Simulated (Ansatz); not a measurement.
Two shapes of singlet CH₂O₂.

Shape 1:

```xyz
5

C    -0.0126   -0.3799   -0.0539
O    -0.0030   -0.3736    1.0519
O    -0.0154    0.6585   -0.9479
H    -0.0200   -1.2939   -0.6847
H    -0.0399    1.4150   -0.3451
```

Shape 2:

```xyz
5

C     0.0000   -0.4388   -0.1021
O     0.0000   -0.3914    1.1886
O     0.0000    0.7063   -0.9726
H     0.0000   -1.4441   -0.7560
H     0.0000    1.5580   -0.3598
```

Basis set: def2-TZVP (spherical functions). Left uncorrelated: 3 orbitals. Charge 0, multiplicity 1.

Computed with Ansatz (development build ahead of 0.2.0); each method stands on the lowest determinant of its kind that the runs found.

Which shape is lower in energy, and by how much in each method?

| method | E(2) − E(1) (eV) |
| --- | --- |
| RHF | 0.965 |
| RHF-MP2 | 0.222 |

Shape 1 is lower. Caution: no unrestricted run beside it, a lower state can exist.
